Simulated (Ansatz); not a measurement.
# [H2PO2]− (SMILES O=[PH2][O-]) at 6 levels

Aim: a comparison of 6 runs (UHF/STO-3G, PBE0/STO-3G, UB3LYP/STO-3G, RPA@PBE/STO-3G, UMP2/STO-3G, UCCSD(T)/STO-3G) of [H2PO2]−. 

The calculation is run with Ansatz 0.2.0.

5 further runs of the same task are left out: 4 that didn't finish, 1 set aside as unsound or not needed.

## Step 1: The molecule

The species is [H2PO2]− (5 atoms), meant as a singlet with charge -1. SMILES: `O=[PH2][O-]`. The P2–O1 distance was set to 2.218 Å, away from the relaxed value.

Bond lengths: P2–O3 1.478 Å, P2–H4 1.412 Å, P2–H5 1.412 Å. Angles: O3–P2–H4 110.1°, O3–P2–H5 110.1°, H4–P2–H5 95.5°.

## Step 2: The energy at UHF/STO-3G (run 1)

Input file input.yaml:

```yaml
crystal:
  periodic: [false, false, false]
  atoms:
    - {symbol: O, position_ang: [-0.866613, 0.641790, 1.983780]}
    - {symbol: P, position_ang: [0.023990, -0.029410, 0.067110]}
    - {symbol: O, position_ang: [1.087130, -1.056140, 0.105400]}
    - {symbol: H, position_ang: [-0.993470, -0.417790, -0.831230]}
    - {symbol: H, position_ang: [0.452100, 1.085290, -0.686190]}
basis:
  gaussian: {orbitals: STO-3G}
total_charge: -1
magnetization: {spin_polarized: true}
hamiltonian: {xc: hf}
accuracy: high
```

The run is started by

```bash
$ ansatz run input.yaml --threads 1 --pin off --max-ram 2610MiB --events-out events.jsonl --progress --plain --runs-dir runs
```

Log:

```text
Warning: RAYON_NUM_THREADS=1 ignored (pool sized by the plan → 1); use --threads N
Functional definition: HF
  name "HF"
  exchange = exact_x
  correlation = 0
376 factors; integrals over basis functions are off by at most 2.9e-8 eV
mean field evaluation 1: about -13193.5575 eV, gradient 3.1e1 eV
mean field evaluation 2: about -13193.6140 eV, gradient 3.1e1 eV
mean field evaluation 4: about -13206.5537 eV, gradient 5.4e0 eV
mean field evaluation 8: about -13207.0636 eV, gradient 5.0e-4 eV
mean field evaluation 16: about -13207.2199 eV, gradient 1.0e0 eV
mean field evaluation 32: about -13207.5105 eV, gradient 9.9e-1 eV
mean field evaluation 64: about -13207.5418 eV, gradient 1.8e-2 eV
mean field evaluation 96: about -13207.5425 eV, gradient 3.6e-3 eV
mean field evaluation 128: about -13207.0848 eV, gradient 1.2e0 eV
mean field evaluation 160: about -13207.5212 eV, gradient 4.3e-1 eV
mean field evaluation 192: about -13204.7908 eV, gradient 9.6e0 eV
mean field evaluation 224: about -13198.4149 eV, gradient 9.8e0 eV
mean field evaluation 256: about -13207.0468 eV, gradient 1.3e-2 eV
mean field -13207.54732356 eV, -485.3684117436 hartree, gradient 8.0e-8 eV, S^2 0.711578; 6 other end points of the search recorded, 0 dependent functions left out
reference -13207.54732356 eV, -485.3684117436 hartree; 17, 17 occupied and 4, 4 virtual orbitals, 376 factors
Total energy: -13207.54732356 eV, -485.3684117436 hartree
```

It took 0.64 s on 1 thread of Arm Neoverse V1, shared host.

## Step 3: A single-point energy at PBE0/STO-3G (run 2)

Input file run.yaml:

```yaml
crystal:
  periodic: [false, false, false]
  atoms:
    - {symbol: O, position_ang: [-0.866613, 0.641790, 1.983780]}
    - {symbol: P, position_ang: [0.023990, -0.029410, 0.067110]}
    - {symbol: O, position_ang: [1.087130, -1.056140, 0.105400]}
    - {symbol: H, position_ang: [-0.993470, -0.417790, -0.831230]}
    - {symbol: H, position_ang: [0.452100, 1.085290, -0.686190]}
basis:
  gaussian:
    orbitals: STO-3G
accuracy: high
total_charge: -1
hamiltonian:
  xc: {name: PBE0}
```

The run is started by

```bash
$ ansatz run run.yaml --threads 1 --pin off --max-ram 2610MiB --events-out events.jsonl --progress --plain --runs-dir runs
```

Log:

```text
Warning: RAYON_NUM_THREADS=1 ignored (pool sized by the plan → 1); use --threads N
Functional definition: PBE0
  name "PBE0"
  parameter a = 0.25
  parameter kappa = 0.804
  parameter beta = 0.06672455060314922
  exchange = (1 - a)*pbe_x(kappa = kappa, mu = beta*pi^2/3) + a*exact_x
  correlation = pbe_c(beta = beta)
376 factors; integrals over basis functions are off by at most 2.9e-8 eV
mean field evaluation 1: about -13224.7331 eV, gradient 4.6e1 eV
mean field evaluation 2: about -13015.8327 eV, gradient 9.8e1 eV
mean field evaluation 4: about -13221.1063 eV, gradient 4.3e1 eV
mean field evaluation 8: about -13235.0906 eV, gradient 1.9e-2 eV
mean field -13235.10147459 eV, -486.3810081171 hartree, gradient 2.0e-8 eV, S^2 0.000000; 0 other end points of the search recorded, 0 dependent functions left out
reference -13235.10147562 eV, -486.3810081549 hartree; 17, 17 occupied and 4, 4 virtual orbitals, 376 factors
Total energy: -13235.10147562 eV, -486.3810081549 hartree
```

Wall time 1.3 s (1 thread of Arm Neoverse V1, shared host); peak memory 0.096 GiB.

Runs 3 to 5 aren't shown in full; the table further down has their settings and results.

## Step 4: The energy at UCCSD(T)/STO-3G (run 6)

Input file in.yaml:

```yaml
basis:
  gaussian:
    orbitals: STO-3G
crystal:
  periodic: [false, false, false]
  atoms:
    - {symbol: O, position_ang: [-0.866613, 0.641790, 1.983780]}
    - {symbol: P, position_ang: [0.023990, -0.029410, 0.067110]}
    - {symbol: O, position_ang: [1.087130, -1.056140, 0.105400]}
    - {symbol: H, position_ang: [-0.993470, -0.417790, -0.831230]}
    - {symbol: H, position_ang: [0.452100, 1.085290, -0.686190]}
total_charge: -1
magnetization:
  spin_polarized: true
correlation:
  method: ccsd_t
  frozen_orbitals: {H: 0, O: 1, P: 5}
accuracy: high
scf:
  omitted_lower_state_checks: [cluster_reference, increment]
```

The run is started by

```bash
$ ansatz run in.yaml --threads 1 --pin off --max-ram 2610MiB --events-out events.jsonl --progress --plain --runs-dir runs
```

Log:

```text
Warning: RAYON_NUM_THREADS=1 ignored (pool sized by the plan → 1); use --threads N
[... 19 lines left out ...]
7 core orbitals not correlated: weight in the atoms' cores, before any rotation towards them, 1.000 or more for the frozen orbitals, at most 0.000 for the correlated occupied ones
[... 80 lines left out ...]
Total energy: -13210.63144007 eV, -485.4817509348 hartree
Checks for a lower state left out: cluster_reference, increment
```

Run time: 1.7 s. Hardware: 1 thread of Arm Neoverse V1, shared host.

## Step 5: The series

```csv
run,level,frozen core orbitals,energy (Eh),⟨S²⟩,wall time
1,UHF/STO-3G,–,-485.368412,0.712,0.64 s
2,PBE0/STO-3G,–,-486.381008,–,1.3 s
3,UB3LYP/STO-3G,–,-486.653518,0.537,9.9 s
4,RPA@PBE/STO-3G,7,-485.578839,–,2.3 s
5,UMP2/STO-3G,7,-485.447096,0.712,1.3 s
6,UCCSD(T)/STO-3G,7,-485.481751,0.712,1.7 s
```

## Step 6: Outcome

| quantity | value |
| --- | --- |
| run 6: total energy | -485.48175 Eh |
| run 6: correlation energy (7 core orbitals frozen) | -113.3 mEh |
| run 6: (T) correction | -6.22 mEh |
| run 6: ⟨S²⟩ of the reference determinant | 0.712 |
| run 6: T1 diagnostic | 0.051 |

Below the UHF energy at the same shape and in the same basis (STO-3G): UMP2 -78.7 mEh; UCCSD(T) -113.3 mEh. Totals of different functionals can't be ranked against each other. In run 4 the log says that unrestricted orbitals would lower the reference, so the values rest on an unstable closed-shell determinant (other closed-shell runs at this shape may share the fault). In runs 1, 2, 3, 4, 5, 6 the basis is minimal, so the values are rough. Spin contamination of the reference: run 1 ⟨S²⟩ = 0.71, run 5 ⟨S²⟩ = 0.71, run 6 ⟨S²⟩ = 0.71, run 3 ⟨S²⟩ = 0.54. Where it is this large, the reference is a mixture of spin states, and values that rest on it are in doubt. All runs together took 17 s, the longest 9.9 s.
